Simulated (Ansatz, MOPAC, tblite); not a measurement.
Breaking a bond: Li2, singlet.

- AM1, restricted, heats of formation (MOPAC)
- RCCSD = CCSD on RHF/aug-cc-pVQZ, frozen core (Ansatz, a program for electronic structure)
- GFN2-xTB, 300 K electronic temperature (tblite)
- UKS-CAM-B3LYP = unrestricted CAM-B3LYP/aug-cc-pVQZ in Ansatz
- RHF/aug-cc-pVQZ (Ansatz)

Energies are in kJ/mol, each relative to the lowest point of its own curve near equilibrium.

```csv
R / Å,AM1,RCCSD,GFN2-xTB,UKS-CAM-B3LYP,RHF
2.07,18.5,46.2,5.1,44.8,58.5
2.19,6.2,27.8,0.6,26.3,37.2
2.38,0.0,9.5,0.0,8.4,15.0
2.46,0.9,5.0,1.6,4.2,9.1
2.62,7.0,0.5,7.6,…,2.0
2.69,11.1,0.0,11.1,0.0,0.5
2.74,14.4,0.1,14.0,0.3,0.0
2.85,22.5,1.5,21.2,2.1,0.2
2.92,28.2,3.1,26.3,4.0,1.1
3.00,35.0,5.5,32.4,6.7,2.7
3.15,48.4,11.1,43.8,13.2,…
3.47,77.3,26.1,…,30.5,…
3.73,99.5,39.2,84.1,44.7,36.0
4.10,127.5,56.6,118.5,60.0,57.5
4.61,158.7,75.3,165.6,73.4,86.4
4.94,174.8,83.6,194.3,78.8,103.8
5.37,191.7,90.8,228.1,83.2,124.3
6.03,211.0,96.4,269.4,86.5,…
6.82,227.1,99.0,302.6,88.0,176.2
7.35,235.0,99.7,317.4,88.4,189.6
8.22,245.2,100.2,—,88.7,…
```

Q: Complete the blanks.

A: 
- 2.62, UKS-CAM-B3LYP: 0.2
- 3.15, RHF: 7.4
- 3.47, GFN2-xTB: 61.2
- 3.47, RHF: 21.8
- 6.03, RHF: 151.1
- 8.22, RHF: 206.7

Dashes: no converged value, or the column stops at the first point that the program doubted or that broke a chosen test of continuity, which isn't proof of a fault.

The restricted form behind AM1, RHF keeps the bonding electrons paired and can't separate into open-shell fragments. With two correlated electrons CCSD is exact in the basis where it finds the lowest root (RCCSD). The unrestricted determinant behind UKS-CAM-B3LYP is spin-contaminated at 3.73 to 8.22 Å (<S²> up to 1.0, against 0.00 for a pure singlet).
